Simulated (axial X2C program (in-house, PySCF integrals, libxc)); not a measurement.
Bond lengths and stretching modes, held linear, of PNC⁺

Calculated with an in-house all-electron X2C program for linear molecules (integrals from PySCF): two-component X2C with atomic mean-field Coulomb and Gaunt terms, Gaussian nuclei, basis P dyall-v3z, N dyall-av3z, C dyall-v3z with contracted cores. Spin-free rows use the one-electron spin-free X2C Hamiltonian.

Masses P 30.974, N 14.003, C 12.000 u. States: 2c Ω = 1/2 (beyond evenly filled blocks: ω = 1/2); spin-free M_S = 1/2, Λ = 1 (beyond evenly filled blocks: π+α).

MP2, spin-free: energies above the lowest point

| r(P–N) (Å) | r(N–C) (Å) | E (meV) |
| --- | --- | --- |
| 1.5454 | 1.1905 | 105.97 |
| 1.5454 | 1.2210 | 59.62 |
| 1.5454 | 1.2515 | 89.92 |
| 1.5850 | 1.1905 | 41.94 |
| 1.5850 | 1.2210 | 0.00 |
| 1.5850 | 1.2515 | 34.47 |
| 1.5850 | 1.2821 | 134.92 |
| 1.6246 | 1.1905 | 44.83 |
| 1.6246 | 1.2210 | 6.33 |
| 1.6246 | 1.2515 | 43.93 |
| 1.6643 | 1.2210 | 66.15 |
| 1.6643 | 1.2821 | 210.92 |

Task: Fit a quadratic surface with cubic terms in each bond: where is the minimum, and what are the two stretching wavenumbers?

Result: At MP2, spin-free: bonds 1.600 and 1.221 Å; harmonic stretches 824.4 and 1933.1 cm⁻¹; force constants 6.19, 13 and coupling 0.41 mdyn/Å.

The other levels and Hamiltonians give:

```
Hamiltonian  level  r(P–N) (Å)  r(N–C) (Å)  lower stretch (cm⁻¹)  upper stretch (cm⁻¹)
         2c   PBE0       1.585       1.220                 849.9                1844.8
         2c     HF       1.573       1.195                 900.1                1994.0
         2c  B3LYP       1.591       1.220                 832.7                1824.8
         2c    MP2       1.601       1.221                 824.1                1933.2
  spin-free   PBE0       1.585       1.220                 850.2                1843.4
  spin-free     HF       1.573       1.195                 900.5                1992.7
  spin-free  B3LYP       1.591       1.220                 833.1                1823.4
```

Each state is one determinant, the lowest of a limited PBE0 search; the stretches come from a fit to these few points and carry an uncertainty of a few per cent. Other orders of the atoms were not compared. MP2 freezes inner shells (threshold -2 hartree). The molecule was held linear; bending was not examined, so a bent shape may lie lower. Note: functional without a current term on a determinant with orbital currents, of the molecule or an atom.
